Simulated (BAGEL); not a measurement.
**CH7AlSi (SMILES [CH3][AlH][SiH3]): a chain of runs**

Aim: the energy (HF/def2-SV(P)), then the energy (NEVPT2(2,2)/def2-SV(P)), then the energy (CASPT2(2,2)/def2-SV(P)) of CH7AlSi. 

The results are computed with BAGEL 1.2.2.

2 further runs of the same task are left out: 2 set aside as unsound or not needed.

## (1) Starting point

CH7AlSi: 10 atoms, total charge 0, spin state singlet. SMILES: `[CH3][AlH][SiH3]`. The Si3–H8 distance was set to 1.718 Å, away from the relaxed value.

Bond lengths: C1–Al2 1.953 Å, Al2–Si3 2.461 Å, C1–H4 1.096 Å, C1–H5 1.092 Å, C1–H6 1.096 Å, Al2–H7 1.593 Å, Si3–H9 1.494 Å, Si3–H10 1.490 Å. Some angles: C1–Al2–Si3 120.6°, C1–Al2–H7 118.9°, Si3–Al2–H7 120.4°, Al2–C1–H4 110.5°, Al2–C1–H5 113.7°, Al2–C1–H6 110.2°, Al2–Si3–H9 110.7°, Al2–Si3–H10 114.1°, H4–C1–H5 108.0°, H4–C1–H6 106.2°. A long bond or contact: Si3–H8 1.718 Å.

## (2) The energy at HF/def2-SV(P) (density fitting with svp-jkfit) (run 1)

Input file job.json:

```json
{ "bagel" : [

{
  "title" : "molecule",
  "basis" : "def2-sv_p_.json",
  "df_basis" : "svp-jkfit",
  "angstrom" : true,
  "geometry" : [
    { "atom" : "C", "xyz" : [      -1.304398,       1.153218,      -0.806738 ] },
    { "atom" : "Al", "xyz" : [       0.533102,       0.495518,      -0.735238 ] },
    { "atom" : "Si", "xyz" : [       1.285702,      -0.921282,       1.131062 ] },
    { "atom" : "H", "xyz" : [      -1.785198,       0.845318,      -1.741838 ] },
    { "atom" : "H", "xyz" : [      -1.926598,       0.810118,       0.022262 ] },
    { "atom" : "H", "xyz" : [      -1.313998,       2.249018,      -0.804738 ] },
    { "atom" : "H", "xyz" : [       1.540902,       0.895218,      -1.902038 ] },
    { "atom" : "H", "xyz" : [       0.334900,      -2.347600,       1.241000 ] },
    { "atom" : "H", "xyz" : [       1.124202,      -0.208982,       2.434162 ] },
    { "atom" : "H", "xyz" : [       2.710602,      -1.347582,       1.036062 ] }
  ]
},

{ "title" : "hf" },

{ "title" : "print", "file" : "orbitals.molden", "orbitals" : true }

]}
```

The basis set def2-SV(P) is read from a file made from the Basis Set Exchange's data (not shown).

On the command line:

```bash
$ BAGEL_NUM_THREADS=1 BAGEL job.json > job.out
```

Log:

```text
* using 1 threads per process

  ===============================================================
  ===============================================================

  *** Geometry ***

  { "atom" : "C", "xyz" : [     -2.464955,      2.179266,     -1.524514 ] },
  { "atom" : "Al", "xyz" : [      1.007417,      0.936393,     -1.389398 ] },
  { "atom" : "Si", "xyz" : [      2.429625,     -1.740971,      2.137397 ] },
[... 6 lines of this table left out ...]
  { "atom" : "H", "xyz" : [      5.122295,     -2.546561,      1.957873 ] },

  Number of auxiliary basis functions:      457

  Since a DF basis is specified, we compute 2- and 3-index integrals:
    o Being stored without compression. Storage requirement is 0.015 GB

  Number of basis functions:       64
  Number of electrons      :       40

    * METHOD: MOLECULE                             0.15

  *** RHF ***

  === Nuclear Repulsion ===
   127.0102228317

      * DIIS with orbital gradients will be used.

  === RHF iteration (def2-sv_p_.json) ===
      0       -572.43239170          0.01563101           0.03
      1       -572.53139520          0.00710543           0.03
      2       -572.55087172          0.00145580           0.03
[... 8 lines of this table left out ...]
     11       -572.55227470          0.00000000           0.03
    * SCF iteration converged.

    * Permanent dipole moment:
           (    0.208180,    -0.388487,     0.253668) a.u.

    * METHOD: HF                                   0.47

    * METHOD: PRINT                                0.01

  ===============================================================
```

It took 0.87 s on 1 thread of Arm Neoverse V2, shared host; peak memory 0.14 GiB.

## (3) The energy at NEVPT2(2,2)/def2-SV(P) (density fitting with svp-jkfit) (run 2)

Input file nevpt2.json:

```json
{ "bagel" : [

{
  "title" : "molecule",
  "basis" : "def2-sv_p_.json",
  "df_basis" : "svp-jkfit",
  "angstrom" : true,
  "geometry" : [
    { "atom" : "C", "xyz" : [      -1.304398,       1.153218,      -0.806738 ] },
    { "atom" : "Al", "xyz" : [       0.533102,       0.495518,      -0.735238 ] },
    { "atom" : "Si", "xyz" : [       1.285702,      -0.921282,       1.131062 ] },
    { "atom" : "H", "xyz" : [      -1.785198,       0.845318,      -1.741838 ] },
    { "atom" : "H", "xyz" : [      -1.926598,       0.810118,       0.022262 ] },
    { "atom" : "H", "xyz" : [      -1.313998,       2.249018,      -0.804738 ] },
    { "atom" : "H", "xyz" : [       1.540902,       0.895218,      -1.902038 ] },
    { "atom" : "H", "xyz" : [       0.334900,      -2.347600,       1.241000 ] },
    { "atom" : "H", "xyz" : [       1.124202,      -0.208982,       2.434162 ] },
    { "atom" : "H", "xyz" : [       2.710602,      -1.347582,       1.036062 ] }
  ]
},

{ "title" : "hf" },

{ "title" : "nevpt2", "nstate" : 1, "nact" : 2, "nclosed" : 19, "active" : [18, 24], "maxiter" : 200, "natocc" : true, "ncore" : 11 },

{ "title" : "print", "file" : "orbitals.molden", "orbitals" : true }

]}
```

The basis set def2-SV(P) is read from a file made from the Basis Set Exchange's data (not shown).

On the command line:

```bash
$ BAGEL_NUM_THREADS=1 BAGEL nevpt2.json > nevpt2.out
```

Log:

```text
* using 1 threads per process

  ===============================================================
  ===============================================================

  *** Geometry ***

  { "atom" : "C", "xyz" : [     -2.464955,      2.179266,     -1.524514 ] },
  { "atom" : "Al", "xyz" : [      1.007417,      0.936393,     -1.389398 ] },
  { "atom" : "Si", "xyz" : [      2.429625,     -1.740971,      2.137397 ] },
[... 6 lines of this table left out ...]
  { "atom" : "H", "xyz" : [      5.122295,     -2.546561,      1.957873 ] },

[... 23 lines left out ...]
    * SCF iteration converged.
[... 1 line left out ...]
    * Permanent dipole moment:
[... 28 lines left out ...]
    * Second-order optimization converged. *
[... 9 lines left out ...]
     * ci vector, state   0, <S^2> = 0.0000
       2.     0.9912160229
       .2    -0.1322527730

  === DF-NEVPT2 calculation ===

    * 3-index integral transformation done
    * assembly done

      NEVPT2 correlation energy:   -0.2492243652      0.06

          (+0)     -0.2261337391
          (+0)'    -0.0039833247
          (+1)     -0.0032961758
          (+1)'    -0.0000000000
          (+2)     -0.0002034551
          (-1)     -0.0124191046
          (-1)'     0.0000000000
          (-2)     -0.0031885659

      NEVPT2 total energy:       -572.8195973506

    * METHOD: NEVPT2                               2.09

    * METHOD: PRINT                                0.01

  ===============================================================
```

It took 3.3 s on 1 thread of Arm Neoverse V2, shared host; peak memory 0.14 GiB.

## (4) A single-point energy at CASPT2(2,2)/def2-SV(P) (density fitting with svp-jkfit) (run 3)

Input file input.json:

```json
{ "bagel": [

{
  "title": "molecule",
  "basis": "def2-sv_p_.json",
  "df_basis": "svp-jkfit",
  "angstrom": "true",
  "geometry": [
    { "atom": "C", "xyz": [   -1.304398,    1.153218,   -0.806738 ] },
    { "atom": "Al", "xyz": [    0.533102,    0.495518,   -0.735238 ] },
    { "atom": "Si", "xyz": [    1.285702,   -0.921282,    1.131062 ] },
    { "atom": "H", "xyz": [   -1.785198,    0.845318,   -1.741838 ] },
    { "atom": "H", "xyz": [   -1.926598,    0.810118,    0.022262 ] },
    { "atom": "H", "xyz": [   -1.313998,    2.249018,   -0.804738 ] },
    { "atom": "H", "xyz": [    1.540902,    0.895218,   -1.902038 ] },
    { "atom": "H", "xyz": [    0.334900,   -2.347600,    1.241000 ] },
    { "atom": "H", "xyz": [    1.124202,   -0.208982,    2.434162 ] },
    { "atom": "H", "xyz": [    2.710602,   -1.347582,    1.036062 ] }
  ]
},
{ "title": "hf" },
{ "title": "casscf", "nstate": 1, "nact": 2, "nclosed": 19, "active": [18, 24], "maxiter": 200, "natocc": "true" },
{ "title": "print", "file": "orbitals.molden", "orbitals": "true" },
{ "title": "smith", "method": "caspt2", "ms": "true", "xms": "true", "sssr": "true", "shift": 0.2, "shift_imag": "true", "ncore": 11 }

]}
```

The basis set def2-SV(P) is read from a file made from the Basis Set Exchange's data (not shown).

On the command line:

```bash
$ BAGEL_NUM_THREADS=1 BAGEL input.json > input.out
```

Log:

```text
* using 1 threads per process

  ===============================================================
  ===============================================================

  *** Geometry ***

  { "atom" : "C", "xyz" : [     -2.464955,      2.179266,     -1.524514 ] },
  { "atom" : "Al", "xyz" : [      1.007417,      0.936393,     -1.389398 ] },
  { "atom" : "Si", "xyz" : [      2.429625,     -1.740971,      2.137397 ] },
[... 6 lines of this table left out ...]
  { "atom" : "H", "xyz" : [      5.122295,     -2.546561,      1.957873 ] },

[... 25 lines left out ...]
    * Permanent dipole moment:
[... 37 lines left out ...]
     * ci vector, state   0, <S^2> = 0.0000
[... 21 lines left out ...]
       #      aibj      arbs      arbi      airj      risj      airs      arst      rist         Etot      error   time
[... 9 lines left out ...]
      ------------------------------------------------------------------------------------------------------------------

    * CASPT2 energy : state  0     -572.8221956813
        w/o shift correction       -572.8200170747
        reference weight              0.9012249579

    * METHOD: SMITH                                0.22

  ===============================================================
```

It took 2.8 s on 1 thread of Arm Neoverse V2, shared host; peak memory 0.14 GiB.

## (5) Outcome

| quantity | value |
| --- | --- |
| run 1, HF/def2-SV(P): total energy | -572.55227 Eh |
| run 1, HF/def2-SV(P): dipole moment | 1.29 D |
| run 1, HF/def2-SV(P): HOMO energy | -10.00 eV |
| run 1, HF/def2-SV(P): LUMO energy | 0.97 eV |
| run 1, HF/def2-SV(P): HOMO–LUMO gap | 10.97 eV |
| run 2, NEVPT2(2,2)/def2-SV(P): total energy | -572.81960 Eh |
| run 3, CASPT2(2,2)/def2-SV(P): total energy | -572.82220 Eh |
